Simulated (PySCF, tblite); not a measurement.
# C₄H₃FO: dynamics, then NMR shifts on frames

How do NMR shifts of C₄H₃FO (`Fc1ccco1`) change as the atoms move?

Computed with tblite 0.8.0 and PySCF 2.14.0, with density-fitted response routines of our own, on a single molecule in the gas phase. Atoms count from 0, in the outputs and in this text.

**1. The starting structure**

9 atoms, charge 0, multiplicity 1; geometry from: GFN2-xTB.

Bonds of the start (Å): F0–C1 1.33, C1–C2 1.36, C2–C3 1.42, C3–C4 1.36, C4–O5 1.35, O5–C1 1.33, C2–H6 1.07, C3–H7 1.07, C4–H8 1.07.

**2. Thermal motion with GFN2-xTB**

The job: settings as JSON, then the geometry in Å.

```
{"job": {"kind": "md", "xc": "GFN2-xTB", "basis": "xTB", "temperature": 300, "steps": 2000, "every": 50, "frames": 5}, "charge": 0, "multiplicity": 1}
F      2.463960    -0.279118     0.357554
C      1.155747    -0.157867     0.170870
C      0.401582     0.930490    -0.121411
C     -0.926017     0.429381    -0.197001
C     -0.849338    -0.902811     0.054299
O      0.430110    -1.272063     0.281948
H      0.737530     1.935648    -0.261750
H     -1.808700     0.995561    -0.410349
H     -1.591312    -1.673228     0.100660
```

Level: GFN2-xTB Langevin dynamics, gas phase.

Launch:

```bash
> OMP_NUM_THREADS=1 python probes_run.py task.json out
```

One launch serves the whole session: the jobs run in the order shown.

The log of the run:

```text
t/fs     T/K      E/eV
    0.0   279.1   -513.48722
   25.0   224.7   -513.32856
   50.0   252.6   -513.24306
   75.0   199.0   -513.22412
  100.0   134.8   -513.14629
  125.0   195.1   -513.24624
  150.0   270.2   -513.28479
  175.0   246.8   -513.20306
  200.0   272.3   -513.22450
  225.0   305.6   -513.24085
  250.0   297.6   -513.16848
  275.0   320.1   -513.16082
  300.0   352.8   -513.16234
  325.0   282.4   -513.17339
  350.0   404.3   -513.27212
  375.0   318.4   -513.11027
  400.0   328.6   -513.11507
  425.0   350.4   -513.18252
  450.0   396.0   -513.30367
  475.0   196.7   -513.23358
  500.0   200.9   -513.35377
  525.0   162.9   -513.24461
  550.0   154.7   -513.26735
  575.0   271.9   -513.28608
  600.0   202.8   -513.22166
  625.0   156.7   -513.22166
  650.0   253.1   -513.28008
  675.0   285.2   -513.26331
  700.0   289.9   -513.15846
  725.0   234.0   -513.11550
  750.0   324.4   -513.32838
  775.0   365.5   -513.29294
  800.0   270.4   -513.10107
  825.0   238.3   -513.10459
  850.0   263.3   -513.08469
  875.0   370.6   -513.24817
  900.0   363.0   -513.23612
  925.0   266.6   -513.10039
  950.0   428.9   -513.27506
  975.0   302.2   -513.16741
 1000.0   250.7   -513.19731
```

Run time: 15 s. Hardware: 1 thread of Intel Xeon at 2.50GHz, shared host; peak memory 0.18 GiB.

Distance from the start (root mean square after alignment): 0 fs 0.00 Å, 200 fs 0.05 Å, 400 fs 0.08 Å, 600 fs 0.07 Å, 800 fs 0.09 Å, 1000 fs 0.07 Å.

Positions (Å) and forces (eV/Å) at 1000 fs:

```xyz
9

F     1.882   -0.099    0.849   -1.168   -0.005   -0.760
C     0.589   -0.013    0.424    0.229    1.780   -0.382
C    -0.079    0.986   -0.304    1.137   -1.135    1.686
C    -1.447    0.709   -0.112    0.176   -0.721   -0.961
C    -1.507   -0.447    0.582    0.503   -1.639    0.748
O    -0.258   -0.877    0.944   -0.604    0.172   -0.052
H     0.353    1.831   -0.760    0.297    0.401   -0.342
H    -2.258    1.121   -0.657   -0.312    0.507    0.092
H    -2.233   -1.206    0.837   -0.257    0.639   -0.030
```

**3. Shielding tensors: 250 fs, PBE0/pcSseg-1**

The job: settings as JSON, then the geometry in Å.

```
{"job": {"kind": "nmr", "xc": "PBE0", "basis": "pcSseg-1", "pop": false}, "charge": 0, "multiplicity": 1}
F      2.341500    -0.712700     1.081300
C      1.183000    -0.585400     0.358100
C      0.704900     0.536200    -0.251100
C     -0.607700     0.178100    -0.586700
C     -0.799600    -1.124500    -0.237800
O      0.354300    -1.605700     0.330900
H      1.033700     1.550300    -0.374700
H     -1.460000     0.667700    -0.966200
H     -1.663100    -1.741700    -0.140000
```

Method: GIAO PBE0/pcSseg-1 NMR shielding, non-relativistic, gas phase.

The log of the run:

```text
coarse grid: 8376 points
cycle   1  E = -328.7262658004  dE =  1.267e+00  |g| = 6.224e-01  |ddm| = 2.852e+00
cycle   2  E = -328.6537798138  dE =  7.249e-02  |g| = 8.924e-01  |ddm| = 8.874e-01
cycle   3  E = -328.8000717325  dE = -1.463e-01  |g| = 7.397e-02  |ddm| = 5.551e-01
cycle   4  E = -328.8009921819  dE = -9.204e-04  |g| = 4.524e-02  |ddm| = 9.562e-02
cycle   5  E = -328.8014074259  dE = -4.152e-04  |g| = 1.095e-02  |ddm| = 3.362e-02
cycle   6  E = -328.8014279246  dE = -2.050e-05  |g| = 3.544e-03  |ddm| = 8.486e-03
cycle   7  E = -328.8014301714  dE = -2.247e-06  |g| = 1.412e-03  |ddm| = 3.378e-03
final grid: 83760 points
cycle   8  E = -328.8546674243  dE = -1.633e-05  |g| = 1.176e-02  |ddm| = 2.207e-02
cycle   9  E = -328.8546172399  dE =  5.018e-05  |g| = 2.006e-02  |ddm| = 1.917e-02
cycle  10  E = -328.8546926601  dE = -7.542e-05  |g| = 1.729e-03  |ddm| = 1.310e-02
cycle  11  E = -328.8546933827  dE = -7.225e-07  |g| = 3.512e-04  |ddm| = 1.600e-03
cycle  12  E = -328.8546934018  dE = -1.914e-08  |g| = 1.272e-04  |ddm| = 2.946e-04
cycle  13  E = -328.8546934048  dE = -2.941e-09  |g| = 1.344e-05  |ddm| = 8.728e-05
cycle  14  E = -328.8546934048  dE = -1.944e-11  |g| = 9.084e-06  |ddm| = 1.543e-05
converged SCF energy = -328.8546934048

GIAO shielding tensors (ppm)
atom      isotropic    diamagn.    paramagn.     s11        s22        s33       span
  0 F      267.093     471.296    -204.202    154.892    310.692    335.696    180.803
  1 C       17.205     251.581    -234.376    -43.650     42.087     53.177     96.827
  2 C       99.045     254.348    -155.303     49.452     76.165    171.519    122.067
  3 C       63.534     254.642    -191.108    -39.226     65.217    164.610    203.835
  4 C       43.664     255.234    -211.570    -39.259     62.973    107.279    146.538
  5 O       44.733     398.007    -353.274    -86.826     -9.049    230.074    316.900
  6 H       25.683      30.496      -4.813     22.382     26.110     28.557      6.175
  7 H       25.151      32.028      -6.877     23.760     24.606     27.088      3.328
  8 H       24.447      30.799      -6.352     21.459     25.684     26.198      4.739
```

Wall time 21 s (1 thread of Intel Xeon at 2.50GHz, shared host); peak memory 0.53 GiB.

The references, computed at this level on geometries of the same kind, shield at (ppm): ¹H TMS 31.72, ¹³C TMS 186.9, ¹⁹F CFCl3 170.9, ¹⁷O H2O 336.1. Their shielding less the atom's gives the shift. The references are single molecules in the gas phase, so shifts against H2O, NH3, PH3, H3PO4 or CFCl3 are not on the usual liquid scales and can be off by tens of ppm. Each atom is listed at this fixed geometry, with no averaging over motion; a spectrum would average atoms that exchange fast.

| atoms | environment | σ (ppm) | δ (ppm) |
| --- | --- | --- | --- |
| C1 | aromatic carbon bearing fluorine | 17.2 | 169.7 |
| C4 | aromatic CH next to the ring oxygen | 43.7 | 143.3 |
| C3 | aromatic CH | 63.5 | 123.4 |
| C2 | aromatic CH | 99.0 | 87.9 |
| H8 | hydrogen on an aromatic CH next to the ring oxygen | 24.45 | 7.27 |
| H7 | hydrogen on an aromatic CH | 25.15 | 6.57 |
| H6 | hydrogen on an aromatic CH | 25.68 | 6.03 |
| F0 | aryl fluorine | 267.1 | -96.1 |
| O5 | aromatic ring oxygen | 44.7 | 291.3 |

Ring of atoms C1, C2, C3, C4, O5: NICS(0) -12.5, NICS(1) -9.3, NICS(1)zz -23.9 ppm (means of both faces).

**4. Shielding tensors: 425 fs, PBE0/pcSseg-1**

The job: settings as JSON, then the geometry in Å.

```
{"job": {"kind": "nmr", "xc": "PBE0", "basis": "pcSseg-1", "pop": false}, "charge": 0, "multiplicity": 1}
F      2.500800    -1.144700     0.629200
C      1.296700    -0.760000     0.354900
C      0.880000     0.125500    -0.568100
C     -0.528700    -0.049200    -0.736900
C     -0.869600    -1.072400     0.098500
O      0.181600    -1.456600     0.837300
H      1.583500     0.723800    -1.134200
H     -1.113000     0.384800    -1.554100
H     -1.834600    -1.490700     0.293500
```

Level: GIAO PBE0/pcSseg-1 NMR shielding, non-relativistic, gas phase.

The log of the run:

```text
coarse grid: 8376 points
cycle   1  E = -328.7318143690  dE =  1.249e+00  |g| = 6.091e-01  |ddm| = 2.866e+00
cycle   2  E = -328.6607110890  dE =  7.110e-02  |g| = 8.642e-01  |ddm| = 8.877e-01
cycle   3  E = -328.8030713456  dE = -1.424e-01  |g| = 8.117e-02  |ddm| = 5.639e-01
cycle   4  E = -328.8042659542  dE = -1.195e-03  |g| = 4.464e-02  |ddm| = 1.091e-01
cycle   5  E = -328.8046800786  dE = -4.141e-04  |g| = 8.864e-03  |ddm| = 3.728e-02
cycle   6  E = -328.8046958416  dE = -1.576e-05  |g| = 3.253e-03  |ddm| = 9.250e-03
cycle   7  E = -328.8046980853  dE = -2.244e-06  |g| = 8.973e-04  |ddm| = 2.672e-03
final grid: 83760 points
cycle   8  E = -328.8567692063  dE = -1.796e-05  |g| = 9.530e-03  |ddm| = 1.930e-02
cycle   9  E = -328.8567440084  dE =  2.520e-05  |g| = 1.531e-02  |ddm| = 1.334e-02
cycle  10  E = -328.8567850630  dE = -4.105e-05  |g| = 1.664e-03  |ddm| = 8.846e-03
cycle  11  E = -328.8567857207  dE = -6.577e-07  |g| = 2.965e-04  |ddm| = 1.538e-03
cycle  12  E = -328.8567857372  dE = -1.654e-08  |g| = 1.027e-04  |ddm| = 2.695e-04
cycle  13  E = -328.8567857396  dE = -2.402e-09  |g| = 1.584e-05  |ddm| = 8.804e-05
cycle  14  E = -328.8567857396  dE = -3.638e-11  |g| = 9.652e-06  |ddm| = 1.594e-05
converged SCF energy = -328.8567857396

GIAO shielding tensors (ppm)
atom      isotropic    diamagn.    paramagn.     s11        s22        s33       span
  0 F      293.495     469.640    -176.145    237.325    284.610    358.550    121.225
  1 C       10.260     254.028    -243.768    -65.224     44.878     51.127    116.351
  2 C       89.863     255.205    -165.341     24.088     78.041    167.460    143.371
  3 C       68.909     252.824    -183.916    -19.958     69.278    157.405    177.363
  4 C       46.236     253.334    -207.098    -39.476     58.777    119.407    158.883
  5 O       35.968     397.507    -361.539   -111.879     17.936    201.847    313.725
  6 H       25.655      30.315      -4.661     22.832     26.097     28.036      5.204
  7 H       24.723      30.187      -5.463     22.878     25.134     26.158      3.281
  8 H       24.524      29.893      -5.369     21.547     24.876     27.149      5.603
```

Wall time 21 s (1 thread of Intel Xeon at 2.50GHz, shared host); peak memory 0.55 GiB.

This run: δ C1 176.7, C4 140.7, C3 118.0, C2 97.1, H8 7.19, H7 6.99 ppm.

**5. NMR shieldings: 625 fs, PBE0/pcSseg-1**

The job: settings as JSON, then the geometry in Å.

```
{"job": {"kind": "nmr", "xc": "PBE0", "basis": "pcSseg-1", "pop": false}, "charge": 0, "multiplicity": 1}
F      2.264500    -1.008500     0.843000
C      1.050000    -0.730600     0.400800
C      0.613500     0.143900    -0.562200
C     -0.791400     0.112100    -0.478700
C     -1.123600    -0.707000     0.631400
O      0.019100    -1.230700     1.048500
H      1.176200     0.691700    -1.265500
H     -1.419600     0.759900    -1.098500
H     -2.096700    -0.992100     0.978500
```

Level: GIAO PBE0/pcSseg-1 NMR shielding, non-relativistic, gas phase.

The log of the run:

```text
coarse grid: 8376 points
cycle   1  E = -328.7341819535  dE =  1.287e+00  |g| = 6.037e-01  |ddm| = 2.855e+00
cycle   2  E = -328.6730906825  dE =  6.109e-02  |g| = 8.323e-01  |ddm| = 8.565e-01
cycle   3  E = -328.8036433695  dE = -1.306e-01  |g| = 7.507e-02  |ddm| = 5.356e-01
cycle   4  E = -328.8045893934  dE = -9.460e-04  |g| = 4.686e-02  |ddm| = 1.063e-01
cycle   5  E = -328.8050627764  dE = -4.734e-04  |g| = 9.044e-03  |ddm| = 3.750e-02
cycle   6  E = -328.8050771097  dE = -1.433e-05  |g| = 3.109e-03  |ddm| = 7.456e-03
cycle   7  E = -328.8050788179  dE = -1.708e-06  |g| = 1.061e-03  |ddm| = 2.620e-03
final grid: 83760 points
cycle   8  E = -328.8564682672  dE = -1.570e-05  |g| = 1.054e-02  |ddm| = 2.074e-02
cycle   9  E = -328.8564313956  dE =  3.687e-05  |g| = 1.742e-02  |ddm| = 1.645e-02
cycle  10  E = -328.8564882692  dE = -5.687e-05  |g| = 1.753e-03  |ddm| = 1.137e-02
cycle  11  E = -328.8564890363  dE = -7.671e-07  |g| = 2.875e-04  |ddm| = 1.615e-03
cycle  12  E = -328.8564890497  dE = -1.338e-08  |g| = 1.074e-04  |ddm| = 2.569e-04
cycle  13  E = -328.8564890520  dE = -2.320e-09  |g| = 1.928e-05  |ddm| = 8.775e-05
cycle  14  E = -328.8564890521  dE = -5.116e-11  |g| = 1.289e-05  |ddm| = 2.365e-05
converged SCF energy = -328.8564890521

GIAO shielding tensors (ppm)
atom      isotropic    diamagn.    paramagn.     s11        s22        s33       span
  0 F      292.913     470.814    -177.901    207.283    321.516    349.938    142.655
  1 C       21.870     252.885    -231.015    -37.430     49.269     53.770     91.200
  2 C       91.318     256.120    -164.802     34.569     69.846    169.540    134.972
  3 C       54.833     255.346    -200.513    -38.186     49.162    153.522    191.708
  4 C       51.113     253.857    -202.745    -36.105     69.872    119.570    155.675
  5 O       47.186     396.427    -349.241   -122.779     24.400    239.937    362.716
  6 H       26.067      31.965      -5.898     23.331     26.818     28.053      4.722
  7 H       24.316      30.696      -6.380     22.634     24.972     25.342      2.708
  8 H       23.957      29.642      -5.685     21.363     24.059     26.448      5.085
```

Run time: 19 s. Hardware: 1 thread of Intel Xeon at 2.50GHz, shared host; peak memory 0.55 GiB.

In short: δ C1 165.1, C4 135.8, C3 132.1, C2 95.6, H8 7.76, H7 7.40 ppm.

**6. Nuclear shieldings: 800 fs, PBE0/pcSseg-1**

The job: settings as JSON, then the geometry in Å.

```
{"job": {"kind": "nmr", "xc": "PBE0", "basis": "pcSseg-1", "pop": false}, "charge": 0, "multiplicity": 1}
F      2.133900    -0.633200     0.733500
C      0.872800    -0.233000     0.526300
C      0.280600     0.657500    -0.268500
C     -1.150900     0.543100    -0.056300
C     -1.259400    -0.526400     0.836900
O     -0.085300    -0.988400     1.120300
H      0.799800     1.542100    -0.674800
H     -1.909800     1.049500    -0.612400
H     -2.198900    -0.885100     1.214000
```

With the program's defaults for keys left out, this is: GIAO PBE0/pcSseg-1 NMR shielding, non-relativistic, gas phase.

The log of the run:

```text
coarse grid: 8376 points
cycle   1  E = -328.7298431921  dE =  1.271e+00  |g| = 6.012e-01  |ddm| = 2.842e+00
cycle   2  E = -328.6688077459  dE =  6.104e-02  |g| = 8.345e-01  |ddm| = 8.576e-01
cycle   3  E = -328.7983447994  dE = -1.295e-01  |g| = 7.027e-02  |ddm| = 5.337e-01
cycle   4  E = -328.7992246531  dE = -8.799e-04  |g| = 4.171e-02  |ddm| = 9.876e-02
cycle   5  E = -328.7995977172  dE = -3.731e-04  |g| = 9.413e-03  |ddm| = 3.454e-02
cycle   6  E = -328.7996114373  dE = -1.372e-05  |g| = 3.925e-03  |ddm| = 7.953e-03
cycle   7  E = -328.7996143629  dE = -2.926e-06  |g| = 1.312e-03  |ddm| = 3.582e-03
final grid: 83760 points
cycle   8  E = -328.8518697543  dE = -1.538e-05  |g| = 1.064e-02  |ddm| = 1.995e-02
cycle   9  E = -328.8518288164  dE =  4.094e-05  |g| = 1.802e-02  |ddm| = 1.726e-02
cycle  10  E = -328.8518901691  dE = -6.135e-05  |g| = 1.702e-03  |ddm| = 1.191e-02
cycle  11  E = -328.8518908944  dE = -7.253e-07  |g| = 2.854e-04  |ddm| = 1.592e-03
cycle  12  E = -328.8518909073  dE = -1.287e-08  |g| = 1.065e-04  |ddm| = 2.485e-04
cycle  13  E = -328.8518909094  dE = -2.171e-09  |g| = 1.141e-05  |ddm| = 7.997e-05
cycle  14  E = -328.8518909094  dE = -1.569e-11  |g| = 6.638e-06  |ddm| = 1.335e-05
converged SCF energy = -328.8518909094

GIAO shielding tensors (ppm)
atom      isotropic    diamagn.    paramagn.     s11        s22        s33       span
  0 F      296.671     471.628    -174.957    222.060    326.705    341.249    119.188
  1 C       18.122     252.110    -233.988    -45.722     45.608     54.480    100.202
  2 C       93.813     255.745    -161.932     41.843     69.303    170.293    128.450
  3 C       60.866     256.478    -195.612    -35.621     68.042    150.176    185.796
  4 C       47.495     253.479    -205.984    -53.379     71.479    124.386    177.765
  5 O       48.175     396.883    -348.708   -108.874     36.077    217.321    326.195
  6 H       25.517      29.689      -4.172     22.452     25.691     28.408      5.956
  7 H       24.748      31.427      -6.680     23.358     24.892     25.992      2.634
  8 H       23.916      29.110      -5.194     21.374     23.224     27.149      5.775
```

Wall time 19 s (1 thread of Intel Xeon at 2.50GHz, shared host); peak memory 0.55 GiB.

Key values: δ C1 168.8, C4 139.4, C3 126.1, C2 93.1, H8 7.80, H7 6.97 ppm.

**7. Shielding tensors: 1000 fs, PBE0/pcSseg-1**

The job: settings as JSON, then the geometry in Å.

```
{"job": {"kind": "nmr", "xc": "PBE0", "basis": "pcSseg-1", "pop": false}, "charge": 0, "multiplicity": 1}
F      1.881900    -0.098900     0.848700
C      0.588600    -0.013400     0.424400
C     -0.079200     0.985700    -0.304400
C     -1.447000     0.709400    -0.111700
C     -1.507100    -0.447000     0.581500
O     -0.257500    -0.877500     0.943900
H      0.353000     1.830800    -0.759900
H     -2.258000     1.120800    -0.656900
H     -2.232900    -1.205700     0.837200
```

Method: GIAO PBE0/pcSseg-1 NMR shielding, non-relativistic, gas phase.

The log of the run:

```text
coarse grid: 8376 points
cycle   1  E = -328.7284946025  dE =  1.226e+00  |g| = 6.256e-01  |ddm| = 2.840e+00
cycle   2  E = -328.6437851273  dE =  8.471e-02  |g| = 9.221e-01  |ddm| = 9.066e-01
cycle   3  E = -328.8032076729  dE = -1.594e-01  |g| = 8.194e-02  |ddm| = 5.852e-01
cycle   4  E = -328.8042719430  dE = -1.064e-03  |g| = 5.343e-02  |ddm| = 1.132e-01
cycle   5  E = -328.8048648896  dE = -5.929e-04  |g| = 1.135e-02  |ddm| = 4.002e-02
cycle   6  E = -328.8048869894  dE = -2.210e-05  |g| = 4.181e-03  |ddm| = 9.997e-03
cycle   7  E = -328.8048904107  dE = -3.421e-06  |g| = 1.583e-03  |ddm| = 4.125e-03
final grid: 83760 points
cycle   8  E = -328.8572487119  dE = -1.511e-05  |g| = 1.124e-02  |ddm| = 2.182e-02
cycle   9  E = -328.8572012752  dE =  4.744e-05  |g| = 1.934e-02  |ddm| = 1.806e-02
cycle  10  E = -328.8572717410  dE = -7.047e-05  |g| = 1.630e-03  |ddm| = 1.239e-02
cycle  11  E = -328.8572723904  dE = -6.494e-07  |g| = 3.278e-04  |ddm| = 1.543e-03
cycle  12  E = -328.8572724071  dE = -1.670e-08  |g| = 1.221e-04  |ddm| = 2.638e-04
cycle  13  E = -328.8572724101  dE = -2.949e-09  |g| = 2.302e-05  |ddm| = 9.883e-05
cycle  14  E = -328.8572724101  dE = -7.367e-11  |g| = 1.455e-05  |ddm| = 2.898e-05
converged SCF energy = -328.8572724101

GIAO shielding tensors (ppm)
atom      isotropic    diamagn.    paramagn.     s11        s22        s33       span
  0 F      269.225     472.397    -203.172    160.443    317.627    329.605    169.162
  1 C       12.091     249.790    -237.699    -54.184     39.429     51.028    105.213
  2 C       92.050     255.086    -163.036     37.315     75.231    163.605    126.290
  3 C       72.729     255.211    -182.481    -14.049     62.675    169.562    183.610
  4 C       48.410     252.206    -203.796    -19.725     57.614    107.340    127.065
  5 O       32.154     397.825    -365.671   -101.519    -25.047    223.028    324.547
  6 H       26.157      31.578      -5.421     23.332     26.540     28.599      5.267
  7 H       25.268      30.612      -5.344     23.587     25.678     26.539      2.952
  8 H       24.702      29.390      -4.688     21.057     25.473     27.575      6.517
```

It took 16 s on 1 thread of Intel Xeon at 2.50GHz, shared host; peak memory 0.55 GiB.

Key values: δ C1 174.8, C4 138.5, C3 114.2, C2 94.9, H8 7.02, H7 6.45 ppm.

**8. Comparing the runs: NMR shifts**

Shifts (ppm) of some atoms, chosen among heavy atoms and hydrogens apart, with basis size and wall time:

| frame | C1 | C3 | C2 | H8 | H7 | F0 | O5 | functions | time |
| --- | --- | --- | --- | --- | --- | --- | --- | --- | --- |
| 250 fs | 169.7 | 123.4 | 87.9 | 7.27 | 6.57 | -96.1 | 291.3 | 117 | 21 s |
| 425 fs | 176.7 | 118.0 | 97.1 | 7.19 | 6.99 | -122.5 | 300.1 | 117 | 21 s |
| 625 fs | 165.1 | 132.1 | 95.6 | 7.76 | 7.40 | -122.0 | 288.9 | 117 | 19 s |
| 800 fs | 168.8 | 126.1 | 93.1 | 7.80 | 6.97 | -125.7 | 287.9 | 117 | 19 s |
| 1000 fs | 174.8 | 114.2 | 94.9 | 7.02 | 6.45 | -98.3 | 303.9 | 117 | 16 s |

**9. Summary of results**

```
                                        quantity                          value
                                      thermostat                          300 K
                   mean temperature, second half                          269 K
         mean potential energy above the minimum                        0.27 eV
  ¹³C shifts against TMS (PBE0/pcSseg-1, 250 fs)  169.7, 143.3, 123.4, 87.9 ppm
   ¹H shifts against TMS (PBE0/pcSseg-1, 250 fs)           7.27, 6.57, 6.03 ppm
¹⁹F shifts against CFCl3 (PBE0/pcSseg-1, 250 fs)                      -96.1 ppm
  ¹⁷O shifts against H2O (PBE0/pcSseg-1, 250 fs)                      291.3 ppm
                        range of the shift of F0            -125.7 to -96.1 ppm
```

**Reading.** In the second half the potential energy averages 0.27 eV above the minimum; equipartition over 21 harmonic modes at 300 K would give 0.27 eV. With 9 atoms the temperature swings widely (135 to 429 K). Shifts at one fixed geometry are not the observed spectrum, which averages over the motion. In the first frame run (250 fs): The largest span, 317 ppm, is at O5, where the paramagnetic term is -353 ppm. NICS(1)zz of -24 ppm above the planar ring from C1 marks a diatropic (aromatic) ring current. Across the 5 runs the shift of F0 moves most, between -125.7 (800 fs) and -96.1 ppm (250 fs).
